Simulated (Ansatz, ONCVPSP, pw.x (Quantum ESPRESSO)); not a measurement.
pw.x on fcc Al: one setting changed

Potential: optimised norm-conserving Vanderbilt (ONCV), ONCVPSP 4.0.1.1 (patched build), PBE; core [Ne], reference 3s2; waves: 3s: rc 1.90 bohr, ncon 5, nbas 9, qcut 4.4 1/bohr, 2 projectors, debl 2.9 Ha; p scattering state at 0.29 Ha: rc 2.05 bohr, ncon 4, nbas 8, qcut 4.8 1/bohr, 2 projectors, debl 0.6 Ha; d scattering state at 0.4 Ha: rc 2.05 bohr, ncon 3, nbas 6, qcut 4.7 1/bohr, 2 projectors, debl 3.6 Ha; local part: polynomial inside 1.60 bohr (lpopt 5, dvloc0 0 Ha); core correction: polynomial model core, fcfact 0.25. In the p channel the program set the typed energies aside and used 0.050, 0.650 Ha.

The reference run (k-mesh 14³, cutoffs 50/200 Ry, Fermi–Dirac 0.01 Ry, mixing_beta 0.4, conv_thr 1e-9, no spin) gives -0.82 GPa at 16.527 Å³/atom, where all-electron LAPW gives -0.17 GPa. This run, with its own iteration cap, changes input_dft to pbee, a wrong or extreme entry chosen on purpose.

```
&control
  calculation='scf', prefix='x', pseudo_dir='./', outdir='./tmp', tstress=.true., disk_io='none'
/
&system
  ibrav=0, nat=1, ntyp=1, ecutwfc=50, ecutrho=200, nbnd=8,
  occupations='smearing', smearing='fd', degauss=0.01, input_dft='pbee'
/
&electrons
  conv_thr=1e-09, mixing_beta=0.4, electron_maxstep=70
/
ATOMIC_SPECIES
Al 1.0 Al.UPF
CELL_PARAMETERS angstrom
  0.00000000 2.02172157 2.02172157
  2.02172157 0.00000000 2.02172157
  2.02172157 2.02172157 0.00000000
ATOMIC_POSITIONS crystal
Al 0.0000 0.0000 0.0000
K_POINTS automatic
14 14 14 0 0 0
```

```bash
pw.x < Al.scf.in > Al.scf.out
```

Question: How does the run end?

Answer: It converges in 7 iterations; the free energy moves by +39.00 eV/atom and the pressure by +72.57 GPa. The name is a misspelling that pw.x reads only in part, so most of exchange and correlation is missing and the result is not meaningful.

```
Exchange-correlation= PBEE
     Message from routine setup:
     using ibrav=0 with symmetry is DISCOURAGED, use correct ibrav instead
     lattice parameter (alat)  =       5.4030  a.u.
     unit-cell volume          =     111.5297 (a.u.)^3
     number of electrons       =         3.00
     number of Kohn-Sham states=            8
     kinetic-energy cutoff     =      50.0000  Ry
     charge density cutoff     =     200.0000  Ry
     scf convergence threshold =      1.0E-09
     Exchange-correlation= PBEE
     number of k points=   104  Fermi-Dirac smearing, width (Ry)=  0.0100
     iteration #  1     ecut=    50.00 Ry     beta= 0.40
     total energy              =      -2.50798850 Ry
     estimated scf accuracy    <       0.05148939 Ry
     iteration #  2     ecut=    50.00 Ry     beta= 0.40
     total energy              =      -2.49617733 Ry
     estimated scf accuracy    <       0.01494554 Ry
     iteration #  3     ecut=    50.00 Ry     beta= 0.40
     total energy              =      -2.49794593 Ry
     estimated scf accuracy    <       0.00004245 Ry
     iteration #  4     ecut=    50.00 Ry     beta= 0.40
     total energy              =      -2.49800262 Ry
     estimated scf accuracy    <       0.00000740 Ry
     iteration #  5     ecut=    50.00 Ry     beta= 0.40
     total energy              =      -2.49800259 Ry
     estimated scf accuracy    <       0.00000320 Ry
     iteration #  6     ecut=    50.00 Ry     beta= 0.40
     total energy              =      -2.49800292 Ry
     estimated scf accuracy    <          3.8E-09 Ry
     iteration #  7     ecut=    50.00 Ry     beta= 0.40
     the Fermi energy is    17.8760 ev
!    total energy              =      -2.49800293 Ry
     estimated scf accuracy    <          8.3E-11 Ry
     smearing contrib. (-TS)   =      -0.00190270 Ry
     The total energy is F=E-TS. E is the sum of the following terms:
     one-electron contribution =       2.91998252 Ry
     hartree contribution      =       0.00916166 Ry
     xc contribution           =      -0.02493576 Ry
     ewald contribution        =      -5.40030864 Ry
     convergence has been achieved in   7 iterations
          total   stress  (Ry/bohr**3)                   (kbar)     P=      717.41
     Message from routine punch:
     Nothing written, as per user request (disk_io='none')
```

The run took about 5.7 s on one core of a shared host (Neoverse-V1, 32 threads, 247 GiB, load 10).
